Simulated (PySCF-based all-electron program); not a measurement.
**HCl, singlet: squeezing and stretching**

Calculated with an in-house all-electron program built on PySCF, in large uncontracted Gaussian sets near the basis limit; the spin-free Dirac equation, no spin–orbit coupling, spin-restricted. Forces are good to about 0.003 eV/Å. In part, the full relativistic part was added along one bond alone. A positive force pushes the atoms apart.

```csv
r (Å),PBE (eV/Å),r2SCAN (eV/Å)
1.16851,5.069,4.771
1.2746,0.427,0.123
1.290,-0.052,-0.358
1.29834,-0.296,?
1.42818,-2.905,-3.205
```

(1) What does r2SCAN give at the lengths left open?

(2) Fit a Morse curve to the forces within 0.84 to 1.25 of the listed length with the smallest force. Where does the force vanish, what is the force constant, and what harmonic wavenumber follows with standard atomic masses?

Results:

(1) 1.29834 Å: -0.602 eV/Å.

(2) PBE: 1.288 Å, 30 eV/Å², about 2900 cm⁻¹; r2SCAN: 1.278 Å, 32 eV/Å², about 2980 cm⁻¹. The points are far apart, so these are estimates.
